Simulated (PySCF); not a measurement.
CHCl₃. Atoms are numbered in the order given.

```xyz
5

Cl     1.4730    -0.8504    -0.0839
C      0.0000     0.0000     0.4540
Cl     0.0000     1.7009    -0.0839
Cl    -1.4730    -0.8504    -0.0839
H      0.0000     0.0000     1.5571
```
Charge 0, spin multiplicity 1.

Geometry: PBE-D3(BJ)/def2-SVP.

Method: PySCF with PBE/pcSseg-2.

GIAO shieldings, no solvent; atoms alike by connectivity are averaged. δ = σ(ref) − σ: ³⁵Cl against HCl (σ = 936.5 ppm); ¹³C against TMS (σ = 181.4 ppm); ¹H against TMS (σ = 31.47 ppm), references at their B3LYP-D3(BJ)/def2-TZVP geometries, non-relativistic (without spin–orbit terms, shifts of atoms bonded to Cl or Br come out too high).

```
atoms          nucleus  count  δ (ppm)
-------------  -------  -----  -------
Cl1, Cl3, Cl4     ³⁵Cl      3    458.2
C2                 ¹³C      1    120.4
H5                  ¹H      1      [?]
```

Problem. Fill in the missing entries. (An estimate is asked for; the answer gives what the named calculation found.)

Solution. 
- H5, δ (ppm): 8.37
